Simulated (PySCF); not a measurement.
# Worked example: the barrier

An elementary step of BH$_{5}$SO, closed shell (BH₃O ([BH2][OH]) + H₂S → BH₃S ([BH2][SH]) + H₂O (still joined by a long B–O bond); bonds formed: B1–S6, O2–H5; bonds broken: H5–S6; bonds weakened to dative contacts: B1–O2). “Start” is the structure reached by relaxing down from the saddle towards the reactants; PBE0-D4/def2-TZVP structures. The saddle:

```json
{"atom": "B1", "x (Å)": "-0.5180", "y (Å)": "-0.2331", "z (Å)": "-0.4367"}
{"atom": "O2", "x (Å)": "0.7318", "y (Å)": "0.5655", "z (Å)": "-0.7885"}
{"atom": "H3", "x (Å)": "-0.4655", "y (Å)": "-1.3772", "z (Å)": "-0.7838"}
{"atom": "H4", "x (Å)": "-1.5399", "y (Å)": "0.3753", "z (Å)": "-0.6072"}
{"atom": "H5", "x (Å)": "0.7578", "y (Å)": "0.5862", "z (Å)": "0.5585"}
{"atom": "S6", "x (Å)": "-0.1468", "y (Å)": "-0.1351", "z (Å)": "1.5794"}
{"atom": "H7", "x (Å)": "0.5065", "y (Å)": "1.4145", "z (Å)": "-1.1795"}
{"atom": "H8", "x (Å)": "0.6739", "y (Å)": "-1.1962", "z (Å)": "1.6578"}
```

Program: PySCF 2.14 with density fitting (its default auxiliary sets; JK sets also for MP2 and CCSD(T)). Basis: def2-TZVPP and def2-QZVPP. Cores are frozen in the correlated methods.

Energies in eV:

| quantity | saddle | start |
| --- | --- | --- |
| Hartree–Fock, triple zeta (X = 3) | -13606.06892 | -13607.84004 |
| Hartree–Fock, quadruple zeta (X = 4) | -13606.50711 | -13608.29116 |
| MP2 correlation, X = 3 | -15.70690 | -14.82945 |
| MP2 correlation, X = 4 | -16.88578 | -15.97717 |
| CCSD(T) correlation, X = 3 | -17.29989 | -16.54231 |

**Question.** Work out the barrier at the basis limit: extrapolate Hartree–Fock as E(X) = E∞ + A exp(−7.88 √X) and the MP2 correlation as E(X) = E∞ + B X^−2.97 (the exponents that Neese and Valeev fitted for def2-TZVPP and QZVPP), then add CCSD(T) − MP2 in triple zeta.

**Answer.** Each step is linear, so take the differences first (saddle − start): Hartree–Fock 1.77112 (X = 3) and 1.78405 (X = 4); MP2 correlation -0.87745 and -0.90861; CCSD(T) correlation -0.75758.
Two points give E∞ = E(4) + w [E(4) − E(3)], with w = 1/(exp(7.88 (2 − √3)) − 1) = 0.1377 for Hartree–Fock and w = 1/((4/3)^2.97 − 1) = 0.7407 for the correlation.
Hartree–Fock: 1.78405 + 0.1377 × 0.01293 = 1.7858 eV.
MP2 correlation: -0.90861 + 0.7407 × (-0.03116) = -0.9317 eV.
CCSD(T) − MP2: -0.75758 − (-0.87745) = 0.1199 eV.
Sum: 1.7858 + (-0.9317) + 0.1199 = 0.9740 eV, or 22.46 kcal/mol. Plain CCSD(T) in triple zeta gives 1.0135 eV, so the larger basis shifts the result by -0.0395 eV.

T1 diagnostic: at most 0.013.

Labels in which every atom is bracketed show which atoms are joined, not bond orders.

For scale, one of the runs: CCSD(T)/def2-TZVPP, 174 basis functions, launched by `OMP_NUM_THREADS=4 python run.py`. Hardware: 4 CPU threads of an Arm Neoverse V1, shared host. Wall time 2.9 min; peak host memory 1.5 GiB.
